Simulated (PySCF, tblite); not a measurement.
# C4H3S radical: geometry, infrared bands and EPR parameters

Wanted: the infrared bands and EPR parameters of C4H3S radical (`C=C[C]=C=S`), by calculation.

The runs use tblite 0.8.0 and PySCF 2.14.0, with density-fitted response routines of our own; the level of theory stands in each step. All values are computed, except where a source is named. Atoms are numbered from 0 throughout.

### Step 1. The starting structure

8 atoms, charge 0, multiplicity 2; geometry from: force field or distance geometry start.

Bonds of the start (Å): C0–C1 1.34, C1–C2 1.44, C2–C3 1.19, C3–S4 1.80, C0–H5 1.08, C0–H6 1.09, C1–H7 1.08.

### Step 2. Relaxing the molecule with GFN2-xTB

Job settings and geometry (Å):

```
{"job": {"kind": "relax", "xc": "GFN2-xTB", "basis": "xTB"}, "charge": 0, "multiplicity": 2}
C     -1.415000    -0.563000     0.108700
C     -0.611800     0.493300    -0.043000
C      0.814200     0.331200    -0.063400
C      1.998400     0.219700    -0.104400
S      3.786200     0.027900    -0.132300
H     -1.053200    -1.575400     0.203600
H     -2.499600    -0.419700     0.129200
H     -1.010200     1.495400    -0.123000
```

On the command line:

```sh
$ OMP_NUM_THREADS=1 python probes_run.py task.json out
```

One launch serves the whole session: the jobs run in the order shown.

**Question.** This job is followed by: GFN2-xTB harmonic vibrations, gas phase; UKS B3LYP, pcH-1 on C H S, non-relativistic, mean-field spin-orbit, GIAO. What will the session give for the following? strongest single infrared mode (GFN2-xTB); zero-point energy (GFN2-xTB); g(iso) (B3LYP); ⟨S²⟩; largest a(iso); potential on the surface of density 0.002 e/bohr³, 1st and 99th percentile; property runs in this session.

**Answer**, as computed:

```
                                                                  quantity                                            value
                                 strongest single infrared mode (GFN2-xTB)                             3145 cm⁻¹, 24 km/mol
                                              zero-point energy (GFN2-xTB)                                    31.6 kcal/mol
                                                            g(iso) (B3LYP)                                          2.09291
                                                                      ⟨S²⟩                               0.775 (exact 0.75)
                                                            largest a(iso)                             13C on C3, -34.9 MHz
potential on the surface of density 0.002 e/bohr³, 1st and 99th percentile                               -0.83 V and 1.29 V
                                             property runs in this session  1, of which 0 failed and 1 gave unsound results
```

**Reading.** Relaxing lowered the energy by 0.478 eV in 30 steps; the close pair that moved most is C3–S4, from 1.798 to 1.613 Å. All 18 modes are real, so the xTB geometry is a minimum. The strongest single mode, at 3145 cm⁻¹, moves mainly H6 and H5. Unscaled tight-binding wavenumbers are off by several per cent, some by more. Its intensities can rank the bands wrongly. The largest share of the spin, 0.57 e, sits on S4. The isotropic g lies 90.6 ppt above the free-electron value. These values are not to be trusted: the run shows nearly degenerate orbitals, where second-order g theory doesn't apply. The conformer search found further structures of the same energy, which may be mirror or relabelled copies of this one.
